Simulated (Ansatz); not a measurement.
This geometry of C₄H₁₀O₂ (16 atoms, charge 0, multiplicity 1) is a first-order saddle point.

Computed with RKS PBE/cc-pVDZ (Ansatz).

```xyz
16
Properties=species:S:1:pos:R:3
C -1.346 -1.546 1.242
O -0.466 -1.402 0.132
C 0.360 -0.262 0.225
C 1.359 -0.364 -0.918
O -0.474 0.906 0.242
C -0.156 1.996 -0.605
H -1.898 -2.492 1.091
H -0.782 -1.605 2.204
H -2.066 -0.702 1.307
H 0.891 -0.278 1.214
H 1.939 -1.298 -0.790
H 0.830 -0.419 -1.889
H 2.065 0.487 -0.929
H 0.829 2.463 -0.364
H -0.943 2.756 -0.430
H -0.164 1.736 -1.688
```

Problem. Which two structures does it join? (They come from a converged band through this point; their orientation in space is the band's.)

Solution. No bond is made or broken. The dihedral C4–C3–O5–C6 goes from -87 to 58°.

Image 0:

```xyz
16
Properties=species:S:1:pos:R:3
C -1.257 -1.375 1.300
O -0.373 -1.492 0.189
C 0.322 -0.307 -0.086
C 1.330 -0.616 -1.182
O -0.628 0.681 -0.507
C -0.202 2.012 -0.275
H -1.731 -2.365 1.436
H -0.705 -1.106 2.233
H -2.041 -0.609 1.120
H 0.831 0.076 0.843
H 2.055 -1.380 -0.840
H 0.791 -1.001 -2.069
H 1.889 0.296 -1.469
H 0.057 2.190 0.797
H -1.044 2.674 -0.553
H 0.684 2.298 -0.893
```

Image 6:

```xyz
16
Properties=species:S:1:pos:R:3
C -1.305 -1.243 1.215
O -0.524 -1.080 0.034
C 0.609 -0.251 0.240
C 1.500 -0.410 -0.986
O 0.248 1.095 0.540
C -0.435 1.776 -0.513
H -2.176 -1.868 0.941
H -0.726 -1.760 2.017
H -1.659 -0.267 1.614
H 1.148 -0.567 1.165
H 1.873 -1.451 -1.043
H 0.935 -0.202 -1.916
H 2.363 0.279 -0.923
H 0.252 2.084 -1.334
H -0.873 2.688 -0.063
H -1.252 1.155 -0.942
```

Problem. How far does it lie above each of them?

Solution. 0.175 eV above the first and 0.218 eV above the second. This is the barrier of this one path; another mechanism may lie lower.

Run time: 2.3 min on 2 threads of Arm Neoverse V1, with other jobs on the host, peak memory 0.18 GiB.
